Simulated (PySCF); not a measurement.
Structure problem from calculated spectra and properties.

Elements present: H, N and O. Monoisotopic mass: 62.9956 u.

| Property | Result |
| --- | --- |
| Rotational structure | rotational constants A, B, C: 13.312, 12.467, 6.438 GHz [PBE0-D3(BJ)/def2-SVP] |
| UV, first state | lowest singlet excitation: 4.90 eV (253 nm, f = 0.000) [TDDFT CAM-B3LYP/def2-SVPD] |
| Valence photoelectron | vertical ionisation energy: 12.75 eV [ΔSCF CAM-B3LYP/def2-SVPD] |
| NMR, other nuclei | isotropic shieldings of nuclei other than C and H, by class: -111 (1 N), -179 (2 O), -38 (1 O) ppm [GIAO CAM-B3LYP/pcSseg-2] |
| Triplet | lowest triplet excitation (Tamm–Dancoff): 4.30 eV [TDA CAM-B3LYP/def2-SVPD] |
| XPS | N1s 414.6, O1s 540.4 (×2), O1s 541.5 eV [ΔSCF SCAN, pcX-2 on the ionised atom, pcseg-1 elsewhere, spin-free X2C] |
| Dipole | 2.47 D [CAM-B3LYP/def2-SVPD] |
| Couplings | largest of the computed one-bond spin–spin couplings (means over like bonds): 17O–1H -65.6, 17O–15N -44.8 (×2), 17O–15N -32.1 Hz [B3LYP/pcJ-1] |

Electronic properties: PySCF, gas phase, density fitting. Levels stand in brackets. One conformer (not necessarily the lowest) at the PBE0-D3(BJ)/def2-SVP geometry, without solvent, vibrations or thermal averaging. NMR classes are plain means over equivalent atoms (diastereotopic ones count apart unless rotation or inversion swaps them), as if these changed places fast.

Task: Which formula fits the mass and the elements?

Result: HNO3 (calculated 62.9956). No other formula that holds each of these elements comes within 0.0003 u with a fitting electron parity and a possible valence count.

Task: Propose a structure and show how it fits.

Result: Numbering: `[O:1]=[N+:2]([O-:3])[OH:4]`. The other shieldings belong to: -111 ppm, nitrogen bonded to 3 O [N2]; -179 ppm, oxygen bonded to N [O1/O3]; -38 ppm, hydroxyl oxygen [O4]. The couplings run between: -65.6 Hz, hydroxyl oxygen [O4] and its hydrogen; -44.8 Hz, oxygen bonded to N [O1] and nitrogen bonded to 3 O [N2] (with 1 like pair); -32.1 Hz, hydroxyl oxygen [O4] and nitrogen bonded to 3 O [N2]. The core levels belong to: N1s 414.6 eV, nitrogen bonded to 3 O [N2]; O1s 540.4 eV, oxygen bonded to N [O1/O3]; O1s 541.5 eV, hydroxyl oxygen [O4]. One atom of each topological class was ionised and stands for its class. S1 is mainly HOMO→LUMO (weight 0.99); the largest Löwdin shares of the orbital it empties are 0.47 on an oxygen bonded to N, 0.39 on an oxygen bonded to N, 0.08 on the hydroxyl oxygen and 0.04 on the nitrogen bonded to 3 O, of the orbital it fills 0.38 on the nitrogen bonded to 3 O, 0.28 on an oxygen bonded to N, 0.26 on an oxygen bonded to N and 0.07 on the hydroxyl oxygen. The optimised geometry has point group Cs and is an asymmetric top. Structure: `O=[N+]([O-])O` (nitric acid). Computed isomers that give other values at the same levels: `O=NOO` (lowest singlet excitation: 3.40 eV (365 nm, f = 0.001)). The assignments are read from this structure; whether some other isomer fits the data as well wasn't checked.

Shape of the structure used: `[O:1]=[N+:2]([O-:3])[OH:4]`: H–O4–N2–O1 0°.
